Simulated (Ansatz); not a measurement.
Mulliken charges of C2H5NO2 (`COC(=N)O`) from r2SCAN/def2-TZVPP in Ansatz (PBE0-D4/def2-TZVP geometry).

```tsv
atom	x (Å)	y (Å)	z (Å)	charge (e)
C1	-1.376	-0.382	-0.026	-0.026
O2	-0.440	0.485	-0.629	-0.258
C3	0.816	0.409	-0.181	0.396
N4	1.327	-0.324	0.713	-0.412
O5	1.547	1.293	-0.863	-0.296
H6	-2.329	-0.182	-0.510	0.078
H7	-1.465	-0.182	1.046	0.070
H8	-1.102	-1.430	-0.183	0.070
H9	0.661	-0.948	1.150	0.145
H10	2.443	1.210	-0.514	0.233
```

Problem. By hand: the dipole of these point charges (1 e Å = 4.8032 D).

Solution. Σ q r = (-0.228, -0.185, 0.121) e Å, of length 0.318 e Å = 1.53 D.

Problem. How does the dipole of the full density compare? (An estimate is asked.)

Solution. Ansatz gave: (-0.345, -0.190, 0.091) e Å, 1.94 D; the point charges give 0.79 times that, at 14° from its direction.

Point charges leave out the atoms' own dipoles, such as those of lone pairs, and Mulliken's split depends on the basis, so the two needn't agree.
